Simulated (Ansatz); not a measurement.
Geometry optimisation, Ansatz, RKS B3LYP/6-31G*.

Input:

```yaml
crystal:
  periodic: [false, false, false]
  atoms:
    - { symbol: "N", position_ang: [-0.4112, 1.0305, -0.4067] }
    - { symbol: C, position_ang: [-0.0009, -0.1574, -0.2146] }
    - { symbol: C, position_ang: [0.7497, -0.9338, 0.4617] }
    - { symbol: S, position_ang: [-0.0562, -1.7623, -0.6969] }
    - { symbol: H, position_ang: [-1.3959, 1.0764, -0.826] }
    - { symbol: H, position_ang: [-0.3496, 1.7119, 0.3755] }
    - { symbol: H, position_ang: [1.5254, -1.0335, 1.2613] }
basis:
  gaussian: { orbitals: "6-31G*" }
hamiltonian:
  xc: b3lyp
relax:
  f_tol: 0.015
  max_steps: 40
```

Command:

```bash
$ ansatz run input.yaml --threads 1 --pin off --max-ram 2048MiB --backend cpu --events-out ev --progress --plain --runs-dir out
```

Task: Where does it end, and by what steps?

Result: The run converged. After 8 steps the energy has fallen by 1.323 eV; S4 moved furthest, 0.15 Å.

```csv
step,energy less start (eV),largest force component (eV/Å),accepted
0,0.0000,6.498,yes
1,-0.8584,3.603,yes
2,-1.2652,0.848,yes
3,-1.2952,0.444,yes
4,-1.3205,0.224,yes
5,-1.3222,0.051,yes
6,-1.3227,0.016,yes
7,-1.3228,0.020,yes
8,-1.3228,0.004,yes
```

```xyz
7
Properties=species:S:1:pos:R:3
N -0.481 1.078 -0.417
C 0.027 -0.141 -0.099
C 0.815 -0.906 0.572
S -0.112 -1.811 -0.825
H -1.396 1.064 -0.849
H -0.386 1.791 0.299
H 1.593 -1.142 1.273
```

Whether the end is a true minimum wasn't checked by a vibrational analysis.

Time of the run: 25 s on 1 thread of Arm Neoverse V1 (shared host), peak memory 0.13 GiB.
